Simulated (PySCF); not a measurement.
**Dipole moment and polarisability across levels of theory**

C5H7F.
SMILES with atom numbers: `[CH3:1][C:2]#[C:3][C@@H:4]([CH3:5])[F:6]` (hydrogens: H7, H8, H9 on C1; H10 on C4; H11, H12, H13 on C5)

PySCF, dipoles from the SCF density, polarisabilities from static response with core orbitals frozen. Isolated species at its PBE0-D3(BJ)/def2-SVP geometry, gas phase.

The anisotropy is √(½[(α1 − α2)² + (α2 − α3)² + (α3 − α1)²]).

```
              level  μ (D)  α (Å³)  anisotropy (Å³)
      LDA/def2-SVPD  2.328    9.87             6.15
      PBE/def2-SVPD  2.233    9.75             6.09
    B3LYP/def2-SVPD  2.303    9.44             5.67
     PBE0/def2-SVPD  2.292    9.34             5.63
BHandHLYP/def2-SVPD  2.371    9.07             5.28
CAM-B3LYP/def2-SVPD  2.341    9.26             5.38
  wB97X-D/def2-SVPD  2.297    9.27             5.35
  LC-wPBE/def2-SVPD  2.311    9.00             5.13
       HF/def2-SVPD  2.411    8.73             4.85
        PBE0/6-31G*  2.040    7.65             5.91
      PBE0/def2-SVP  2.160    7.91             5.89
       PBE0/6-31+G*  2.367    8.66             5.86
   PBE0/aug-cc-pVDZ  2.244    9.55             5.74
     PBE0/def2-TZVP  2.189    9.00             5.83
    PBE0/def2-TZVPD  2.234    9.55             5.72
```

The dipole runs from 2.04 D (PBE0/6-31G*) to 2.41 D (HF/def2-SVPD). No reference polarisability is at hand; against PBE0 in the largest diffuse basis at hand (def2-TZVPD) the other PBE0 rows deviate by 6-31G* -20%, def2-SVP -17%, 6-31+G* -9%, def2-SVPD -2%, aug-cc-pVDZ 0%, def2-TZVP -6%. In one basis (def2-SVPD) the functionals order the polarisability from HF (lowest) to LDA (highest), a spread of 13%. With PBE0 the polarisability is 8.19 Å³ without diffuse functions (mean of 6-31G*, def2-SVP and def2-TZVP) and 9.27 Å³ with them (mean of 6-31+G*, def2-SVPD, aug-cc-pVDZ and def2-TZVPD).
